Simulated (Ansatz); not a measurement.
singlet PHO: levels of theory in one basis

```json
{"atom": "H", "x (Å)": "0.0377", "y (Å)": "0.2638", "z (Å)": "-1.1802"}
{"atom": "P", "x (Å)": "0.0104", "y (Å)": "-0.5624", "z (Å)": "-0.0297"}
{"atom": "O", "x (Å)": "-0.0476", "y (Å)": "0.2957", "z (Å)": "1.1708"}
```

Basis set: def2-SVP (spherical functions). Frozen core: 6 orbitals. Charge 0, multiplicity 1.

Computed with Ansatz (development build ahead of 0.2.0); each method stands on the lowest determinant of its kind that the runs found.

| method | E − E(RHF) (eV) | <S²> of the determinant |
| --- | --- | --- |
| RHF | 0.00 | 0.00 |
| UHF | -0.01 | 0.12 |
| RHF-MP2 | -8.20 | – |
| RHF-CCSD(T) | -8.91 | – |
| UHF-CCSD(T) | -8.90 | 0.12 |

What does UHF-MP2 give on the same scale?

-7.95 eV.

Is a single determinant a sound starting point here?

Only with care. Unrestricted orbitals gain 0.01 eV and <S²> is 0.12 against 0.00 for a pure state, so spin symmetry breaks but gains little energy; restricted orbitals can still serve.

Caution for UHF, UHF-MP2, UHF-CCSD(T): the unrestricted determinant is spin contaminated.
